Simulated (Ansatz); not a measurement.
C4H4O can be A, `C#COC=C`, or B, `C=C1CC1=O`.

Calculated with Ansatz (gas phase, PBE0-D4/def2-TZVP geometries, no zero-point term in ΔE). CCSD(T)/CBS is the MP2 limit (def2-TZVPP, def2-QZVPP) plus CCSD(T) − MP2 in def2-TZVPP, frozen cores. DFT in def2-TZVPP. B3LYP here is the variant with VWN-RPA as its local correlation; programs differ in this. Each species was taken in one conformer, which may not be the lowest.

(1) Which is lower in electronic energy at CCSD(T)/CBS, and by how much? (Best estimate.)

(2) Give E(B) − E(A) in kcal/mol with CCSD/def2-TZVPP, r2SCAN-D4, B3LYP-D4, ωB97M-V, MP2/def2-TZVPP, HF/def2-TZVPP, PBE0-D4. (Estimate.)

Largest T1 diagnostic: 0.015.

## Answers

(1) Ansatz gave: B, by 11.1 kcal/mol.

(2) Ansatz gave: CCSD/def2-TZVPP -11.5, r2SCAN-D4 -17.5, B3LYP-D4 -13.4, ωB97M-V -13.1, MP2/def2-TZVPP -12.2, HF/def2-TZVPP -8.8, PBE0-D4 -18.2. None reverses the order clearly.

From PBE to PBE0 (25 % exact exchange), in def2-TZVPP and without D4, E(B) − E(A) moves by +1.0 kcal/mol. In def2-TZVPP, CCSD(T) changes the Hartree–Fock value by −3.3 kcal/mol (the triples alone add −0.6 kcal/mol) and MP2 by −3.4 kcal/mol.
